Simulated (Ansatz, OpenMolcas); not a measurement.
How methods differ on PH2 (SMILES [PH2])

PH2 has 3 atoms, charge 0, and is taken as a doublet. SMILES: `[PH2]`. Geometry: relaxed at GFN2-xTB.

```jsonl
{"atom": "P", "x (Å)": "0.5145", "y (Å)": "-0.3028", "z (Å)": "0.2527"}
{"atom": "H", "x (Å)": "0.1115", "y (Å)": "1.0274", "z (Å)": "0.1724"}
{"atom": "H", "x (Å)": "-0.6260", "y (Å)": "-0.7246", "z (Å)": "-0.4251"}
```

Quantity: the energy change with the P1–H3 bond stretched from 1.392 to 2.088 Å, in eV. The values are calculated.

| level | kind | program | value (eV) | less FCI/6-31G* | CPU time (all runs) |
| --- | --- | --- | --- | --- | --- |
| UHF/6-31G* (spherical functions) | Hartree–Fock | Ansatz | 1.79 | +0.25 | 0.39 s |
| U-revPBE/6-31G* (spherical functions) | GGA | Ansatz | 1.59 | +0.05 | 2.2 s |
| UPBE/6-31G* (spherical functions) | GGA | Ansatz | 1.60 | +0.06 | 2.2 s |
| UPBE0/6-31G* (spherical functions) | global hybrid | Ansatz | 1.81 | +0.27 | 2.8 s |
| UCAM-B3LYP/6-31G* (spherical functions) | range-separated hybrid | Ansatz | 1.86 | +0.32 | 3.9 s |
| RPA@PBE/6-31G* (spherical functions) | RPA | Ansatz | 1.58 | +0.04 | 2.5 s |
| UMP2/6-31G* (spherical functions) | perturbation theory | Ansatz | 2.01 | +0.47 | 0.36 s |
| UBCCD(T)/6-31G* (spherical functions) | coupled cluster or CI | Ansatz | 1.55 | +0.01 | 1.1 s |
| FCI/3-21G | exact in the basis | OpenMolcas | 1.17 | -0.37 | 6.6 s |
| FCI/6-31G* (spherical functions) | exact in the basis | Ansatz | 1.54 | 0.00 | 11 s |

FCI/6-31G* (spherical functions) is exact within its basis and frozen core, so for wave-function methods in that basis the difference is their error; functionals converge differently with the basis, so for them it is only a difference. The first shape isn't each level's own minimum. The values span 1.17 to 2.01 eV. Spin contamination of the reference (⟨S²⟩ at least 0.1 too high) touches UHF/6-31G*, UMP2/6-31G*, UBCCD(T)/6-31G*. High-level rows in very small sets aren't better than simpler rows in larger ones. CPU times are rough (shared hosts, several kinds of processor): they show what a rung costs within a factor of a few.
